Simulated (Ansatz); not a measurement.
Relaxation of C3H2N (6 atoms, charge -1, multiplicity 1), to a largest force component of 0.02 eV/Å in at most 50 steps.

Computed with UKS PBE-D4/def2-mTZVP in Ansatz.

```xyz
6
Properties=species:S:1:pos:R:3
C -0.693 -0.256 -1.242
C 0.366 0.355 -0.592
C -0.078 -0.171 0.674
N -1.123 -0.819 0.322
H 1.213 0.983 -0.882
H 0.315 -0.093 1.720
```

Question: Where does it end, and by what steps?

Answer: It converged. Limits of this set-up: an anion without diffuse functions, the dipole of an ion depends on the origin. After 5 steps the energy has fallen by 0.094 eV; C1 moved furthest, 0.08 Å.

| step | energy less start (eV) | largest force component (eV/Å) | accepted |
| --- | --- | --- | --- |
| 0 | 0.0000 | 0.930 | yes |
| 1 | -0.0577 | 0.569 | yes |
| 2 | -0.0858 | 0.229 | yes |
| 3 | -0.0912 | 0.189 | yes |
| 4 | -0.0933 | 0.138 | yes |
| 5 | -0.0939 | 0.008 | yes |

```xyz
6
Properties=species:S:1:pos:R:3
C -0.659 -0.216 -1.306
C 0.368 0.356 -0.592
C -0.092 -0.186 0.696
N -1.149 -0.849 0.374
H 1.212 0.988 -0.921
H 0.320 -0.091 1.749
```

Run time: 9.1 s on 2 threads of Arm Neoverse V2 (shared host), peak memory 0.14 GiB.
